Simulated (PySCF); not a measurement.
Molecule: SMILES PP, H₄P₂.

Molfile (atoms numbered from 1):
```
H4P2
     RDKit          3D

  6  5  0  0  0  0  0  0  0  0999 V2000
    0.5209    0.9413   -0.3438 P   0  0  0  0  0  0  0  0  0  0  0  0
   -0.5419   -0.9328    0.2900 P   0  0  0  0  0  0  0  0  0  0  0  0
    1.3605    0.9571    0.8137 H   0  0  0  0  0  0  0  0  0  0  0  0
    1.5000    0.2337   -1.1099 H   0  0  0  0  0  0  0  0  0  0  0  0
   -1.4137   -0.9289   -0.8440 H   0  0  0  0  0  0  0  0  0  0  0  0
   -1.4922   -0.2237    1.0900 H   0  0  0  0  0  0  0  0  0  0  0  0
  1  2  1  0
  1  3  1  0
  1  4  1  0
  2  5  1  0
  2  6  1  0
M  END
```

Geometry PBE0-D3(BJ)/def2-SVP throughout; GIAO in PySCF, gas phase, one conformer, non-relativistic; equivalent atoms averaged; basis pcSseg-2.

(1) How do the shifts δ (against H3PO4, TMS at the same level) depend on the functional? (ppm; last column core-seconds on 1 thread of an Arm Neoverse V1, shared host; the GGAs took longer than the global hybrids here, which isn't the general rule, and the cause wasn't traced)

(2) Which nucleus moves most, in ppm?

## Answers

(1) 
```tsv
functional	kind	P1/P2	H3/H4/H5/H6	core-s
HF	Hartree–Fock	-201.4	2.46	2.2
LDA	LDA	-242.1	2.71	5.1
PBE	GGA	-222.5	2.59	6.3
BLYP	GGA	-204.1	2.54	5.9
BP86	GGA	-218.5	2.58	6.2
OPBE	GGA	-222.6	2.59	6.2
KT2	GGA	-216.5	2.53	6.2
KT3	GGA	-202.7	2.48	6.2
B97-D	GGA	-200.8	2.58	5.9
B3LYP	global hybrid	-209.3	2.51	4.1
PBE0	global hybrid	-226.4	2.55	4.2
mPW1PW91	global hybrid	-223.0	2.53	4.2
```

(2) P1/P2 (phosphorus bonded to P, 2 H): from -242.1 ppm with LDA to -200.8 ppm with B97-D. The smallest spread is 0.24 ppm, at H3/H4/H5/H6.
